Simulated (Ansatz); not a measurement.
**Nudged elastic band run: CH₄BF**

Input file:

```yaml
crystal:
  periodic: [false, false, false]
  atoms:
    - { symbol: B, position_ang: [0.261826, -0.018775, 0.37025] }
    - { symbol: H, position_ang: [-0.075901, -0.289485, 1.502434] }
    - { symbol: C, position_ang: [1.752069, 0.024956, -0.090672] }
    - { symbol: H, position_ang: [2.193192, -0.982374, 0.028937] }
    - { symbol: H, position_ang: [1.890324, 0.349987, -1.132914] }
    - { symbol: H, position_ang: [2.338532, 0.680127, 0.577774] }
    - { symbol: F, position_ang: [-0.721643, 0.235464, -0.48591] }
basis:
  gaussian: { orbitals: def2-SVP }
hamiltonian:
  xc: b3lyp
  dispersion: d4
neb:
  order_check: false
  images: 9
  f_tol: 0.03
  max_iterations: 60
  final_atoms:
    - { symbol: B, position_ang: [-1.5467297, -0.25509171, 0.14731542] }
    - { symbol: H, position_ang: [1.40395188, 0.30166335, 1.19974612] }
    - { symbol: C, position_ang: [2.0374991, 0.10369861, 0.32311304] }
    - { symbol: H, position_ang: [1.87708694, -0.92844378, -0.01930286] }
    - { symbol: H, position_ang: [1.77604481, 0.801764, -0.48465528] }
    - { symbol: H, position_ang: [3.09331513, 0.23866338, 0.5971859] }
    - { symbol: F, position_ang: [-1.00276915, -0.26235385, -0.99350334] }
  initial_path:
    images:
      - { positions_ang: [[0.261826, -0.018775, 0.37025], [-0.075901, -0.289485, 1.502434], [1.752069, 0.024956, -0.090672], [2.193192, -0.982374, 0.028937], [1.890324, 0.349987, -1.132914], [2.338532, 0.680127, 0.577774], [-0.721643, 0.235464, -0.48591]] }
      - { positions_ang: [[0.20937513, -0.01305006, 0.29715921], [0.07215518, -0.22943799, 1.44706039], [1.75969903, 0.01871539, -0.03505191], [2.17633419, -0.997211, 0.02755462], [1.84310979, 0.37943891, -1.06480616], [2.38432033, 0.64968513, 0.61674379], [-0.80659465, 0.19175962, -0.51876093]] }
      - { positions_ang: [[0.15692426, -0.00732511, 0.22406841], [0.22021136, -0.16939098, 1.39168678], [1.76732907, 0.01247477, 0.02056817], [2.15947637, -1.012048, 0.02617223], [1.79589557, 0.40889083, -0.99669832], [2.43010866, 0.61924327, 0.65571357], [-0.89154629, 0.14805523, -0.55161186]] }
      - { positions_ang: [[0.10447339, -0.00160017, 0.15097762], [0.36826754, -0.10934398, 1.33631318], [1.7749591, 0.00623416, 0.07618826], [2.14261856, -1.02688499, 0.02478985], [1.74868136, 0.43834274, -0.92859047], [2.47589699, 0.5888014, 0.69468336], [-0.97649794, 0.10435085, -0.58446279]] }
      - { positions_ang: [[0.05202251, 0.00412478, 0.07788682], [0.51632372, -0.04929697, 1.28093957], [1.78258913, -6.46e-06, 0.13180834], [2.12576075, -1.04172199, 0.02340747], [1.70146715, 0.46779465, -0.86048263], [2.52168532, 0.55835953, 0.73365314], [-1.06144958, 0.06064646, -0.61731372]] }
      - { positions_ang: [[-0.00042836, 0.00984972, 0.00479603], [0.6643799, 0.01075004, 1.22556596], [1.79021917, -0.00624707, 0.18742843], [2.10890294, -1.05655899, 0.02202509], [1.65425293, 0.49724656, -0.79237479], [2.56747365, 0.52791766, 0.77262293], [-1.14640123, 0.01694208, -0.65016465]] }
      - { positions_ang: [[-0.30968863, -0.04313856, 0.03329991], [0.8122943, 0.0689327, 1.22040199], [1.83967515, 0.01574206, 0.21456535], [2.06253974, -1.03093595, 0.0137595], [1.67861131, 0.55815005, -0.73083089], [2.67264195, 0.47006681, 0.73753552], [-1.11767481, -0.03891711, -0.71883238]] }
      - { positions_ang: [[-0.6189489, -0.09612685, 0.06180378], [0.96020869, 0.12711536, 1.21523802], [1.88913114, 0.0377312, 0.24170227], [2.01617654, -1.00531291, 0.00549391], [1.70296968, 0.61905354, -0.66928698], [2.77781024, 0.41221595, 0.70244812], [-1.0889484, -0.0947763, -0.78750012]] }
      - { positions_ang: [[-0.92820916, -0.14911513, 0.09030766], [1.10812309, 0.18529802, 1.21007405], [1.93858712, 0.05972033, 0.26883919], [1.96981334, -0.97968986, -0.00277168], [1.72732806, 0.67995703, -0.60774308], [2.88297854, 0.35436509, 0.66736071], [-1.06022198, -0.15063548, -0.85616786]] }
      - { positions_ang: [[-1.23746943, -0.20210342, 0.11881154], [1.25603749, 0.24348069, 1.20491009], [1.98804311, 0.08170947, 0.29597612], [1.92345014, -0.95406682, -0.01103727], [1.75168643, 0.74086052, -0.54619918], [2.98814684, 0.29651424, 0.63227331], [-1.03149557, -0.20649467, -0.9248356]] }
      - { positions_ang: [[-1.5467297, -0.25509171, 0.14731542], [1.40395188, 0.30166335, 1.19974612], [2.0374991, 0.10369861, 0.32311304], [1.87708694, -0.92844378, -0.01930286], [1.77604481, 0.801764, -0.48465528], [3.09331513, 0.23866338, 0.5971859], [-1.00276915, -0.26235385, -0.99350334]] }
```

Launched with:

```bash
$ ansatz run input.yaml --threads 1 --pin off --max-ram 2048MiB --backend cpu --events-out ev --progress --plain --runs-dir out
```

Output, in part (warnings, iteration lines, the closing report on the highest movable image, with atoms numbered from 0):

```
NEB end point (image 0): max|allowed force component| = 6.394e-3 eV/Å (the criterion of neb.relax_end_points is 1.000e-2)
NEB end point (image 10): max|allowed force component| = 9.445e-3 eV/Å (the criterion of neb.relax_end_points is 1.000e-2)
NEB iter   1: max|band force component| = 5.131e1 eV/Å  barrier→ = 8.8468 eV  barrier← = 6.4494 eV  Δτ_max = 0.1980 Å  (249 SCF iters)
NEB iter   2: max|band force component| = 5.080e0 eV/Å  barrier→ = 5.0442 eV  barrier← = 2.6467 eV  Δτ_max = 0.2000 Å  (262 SCF iters)
NEB iter   3: max|band force component| = 4.866e0 eV/Å  barrier→ = 4.8331 eV  barrier← = 2.4356 eV  Δτ_max = 0.1996 Å  (240 SCF iters)
NEB iter   4: max|band force component| = 4.179e0 eV/Å  barrier→ = 5.0817 eV  barrier← = 2.6842 eV  Δτ_max = 0.1987 Å  (247 SCF iters)
NEB iter   5: max|band force component| = 2.473e0 eV/Å  barrier→ = 4.6228 eV  barrier← = 2.2253 eV  Δτ_max = 0.2000 Å  (247 SCF iters)
NEB iter   6: max|band force component| = 1.200e0 eV/Å  barrier→ = 4.3465 eV  barrier← = 1.9491 eV  Δτ_max = 0.2000 Å  (246 SCF iters)
NEB iter   7: max|band force component| = 8.170e-1 eV/Å  barrier→ = 3.9909 eV  barrier← = 1.5934 eV  Δτ_max = 0.2000 Å  (239 SCF iters)
NEB iter   8: max|band force component| = 1.203e0 eV/Å  barrier→ = 4.5228 eV  barrier← = 2.1253 eV  Δτ_max = 0.1017 Å  (245 SCF iters)
NEB iter   9: max|band force component| = 1.400e0 eV/Å  barrier→ = 4.5403 eV  barrier← = 2.1429 eV  Δτ_max = 0.0502 Å  (232 SCF iters)
NEB iter  10: max|band force component| = 5.909e-1 eV/Å  barrier→ = 4.4838 eV  barrier← = 2.0863 eV  Δτ_max = 0.1009 Å  (226 SCF iters)
NEB iter  11: max|band force component| = 1.452e0 eV/Å  barrier→ = 4.3363 eV  barrier← = 1.9389 eV  CI = image 5  Δτ_max = 0.1015 Å  (230 SCF iters)
NEB iter  12: max|band force component| = 3.941e-1 eV/Å  barrier→ = 4.4775 eV  barrier← = 2.0801 eV  CI = image 5  Δτ_max = 0.0912 Å  (226 SCF iters)
NEB iter  13: max|band force component| = 2.957e-1 eV/Å  barrier→ = 4.4691 eV  barrier← = 2.0717 eV  CI = image 5  Δτ_max = 0.0260 Å  (226 SCF iters)
NEB iter  14: max|band force component| = 1.211e-1 eV/Å  barrier→ = 4.4667 eV  barrier← = 2.0692 eV  CI = image 5  Δτ_max = 0.0106 Å  (229 SCF iters)
NEB iter  15: max|band force component| = 4.510e-2 eV/Å  barrier→ = 4.4664 eV  barrier← = 2.0690 eV  CI = image 5  Δτ_max = 0.0182 Å  (209 SCF iters)
NEB iter  16: max|band force component| = 4.248e-2 eV/Å  barrier→ = 4.4663 eV  barrier← = 2.0689 eV  CI = image 5  Δτ_max = 0.0059 Å  (214 SCF iters)
NEB iter  17: max|band force component| = 5.471e-2 eV/Å  barrier→ = 4.4662 eV  barrier← = 2.0687 eV  CI = image 5  Δτ_max = 0.0029 Å  (195 SCF iters)
NEB iter  18: max|band force component| = 1.129e-2 eV/Å  barrier→ = 4.4662 eV  barrier← = 2.0687 eV  CI = image 5  Δτ_max = 0.0000 Å  (367 SCF iters)
Total energy: -4489.37135428 eV, -164.9813542648 hartree
Atom 0 at    -0.269207     0.048814     0.432695 Å, force    -0.001023    -0.000395    -0.000433 eV/Å
Atom 1 at     0.679780     0.326370     1.158690 Å, force     0.001202     0.001145    -0.001441 eV/Å
Atom 2 at     1.758696     0.021247     0.089204 Å, force    -0.001257    -0.003141     0.001495 eV/Å
Atom 3 at     1.838695    -1.037046    -0.203543 Å, force    -0.000380     0.000716    -0.000631 eV/Å
Atom 4 at     1.762403     0.695241    -0.781224 Å, force     0.000324     0.001455     0.000540 eV/Å
Atom 5 at     2.543462     0.295496     0.809030 Å, force     0.000503     0.000549    -0.000197 eV/Å
Atom 6 at    -0.675430    -0.350221    -0.734952 Å, force     0.000631    -0.000329     0.000667 eV/Å
Dipole moment:     0.272509    -0.011715    -0.070858 e Å
```

The run converged. Neighbouring images differ by up to 2.1 eV, so the band resolves the path poorly. A vibrational analysis at the climbing image gives one clearly imaginary mode, 1504i cm⁻¹: a first-order saddle point. The orbitals stay closed-shell, which can raise the energy where a bond breaks towards radicals; this wasn't checked here.

Final band (atoms are numbered from 1 in the order of the input):

| image | path coordinate (Å) | energy (kJ/mol) | B1–H2 (Å) | B1–C3 (Å) | H2–C3 (Å) |
| --- | --- | --- | --- | --- | --- |
| 0 | 0.00 | 0.0 | 1.21 | 1.56 | 2.45 |
| 1 | 0.44 | 0.4 | 1.21 | 1.56 | 2.45 |
| 2 | 0.87 | 1.3 | 1.21 | 1.56 | 2.46 |
| 3 | 1.31 | 41.9 | 1.18 | 1.55 | 2.18 |
| 4 | 1.74 | 246.6 | 1.15 | 1.70 | 1.82 |
| 5 | 2.18 | 430.9 | 1.23 | 2.06 | 1.55 |
| 6 | 2.58 | 333.1 | 1.51 | 2.32 | 1.22 |
| 7 | 2.99 | 259.2 | 1.92 | 2.70 | 1.11 |
| 8 | 3.39 | 237.7 | 2.35 | 3.08 | 1.10 |
| 9 | 3.79 | 231.9 | 2.80 | 3.43 | 1.10 |
| 10 | 4.20 | 231.3 | 3.18 | 3.61 | 1.10 |

Time of the run: 92 s on 1 thread of AMD EPYC 9R45 96-Core Processor (Zen 5) (shared host), peak memory 0.13 GiB.
